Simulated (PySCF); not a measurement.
Species: C₆H₆.
Cartesian coordinates in Å at the PBE0-D3(BJ)/def2-SVP level; atoms count from 1:
```xyz
12
C6H6 angstrom
C      2.7447   -0.8554   -0.3792
C      1.8894   -0.0472   -0.0752
C      0.9131    0.9184    0.2829
C     -0.4197    0.6877    0.3437
C     -1.0595   -0.5777    0.0541
C     -2.3851   -0.7744    0.1229
H      3.5003   -1.5706   -0.6465
H      1.2874    1.9188    0.5241
H     -1.0700    1.5196    0.6340
H     -0.4005   -1.4039   -0.2349
H     -3.0675    0.0325    0.4085
H     -2.8300   -1.7460   -0.1039
```

Jobs on this species (12 atoms, 42 electrons) with PySCF (density fitting). Hardware of each: x86-64 server, one thread, no GPU (shared host). Times come from a shared host and carry two figures at best.

```
                level and settings                                                                     work  basis functions  SCF cycles  wall time
PBE0-D3(BJ)/def2-SVP, grid level 1                              geometry optimisation from a GFN2-xTB start              114           ?          ?
                         PBE/pcJ-1  spin–spin couplings from 12 perturbed nuclei, spin–dipole term left out              222          17       22 s
                          HF/pcJ-1  spin–spin couplings from 12 perturbed nuclei, spin–dipole term left out              222          12       16 s
                         LDA/pcJ-1  spin–spin couplings from 12 perturbed nuclei, spin–dipole term left out              222          16       16 s
                        PBE0/pcJ-1  spin–spin couplings from 12 perturbed nuclei, spin–dipole term left out              222          14       23 s
                         KT2/pcJ-1  spin–spin couplings from 12 perturbed nuclei, spin–dipole term left out              222          17       24 s
                       B97-2/pcJ-1  spin–spin couplings from 12 perturbed nuclei, spin–dipole term left out              222          14       23 s
```

Task: Fill in the missing figures.

Result: 
- PBE0-D3(BJ)/def2-SVP, grid level 1; geometry optimisation from a GFN2-xTB start: 19 s, 34 SCF cycles

Task: What do all jobs in the table cost together?

Result: About 2.4 min; the longest takes about 17 % of that, and about 1.5 times as long as the shortest.
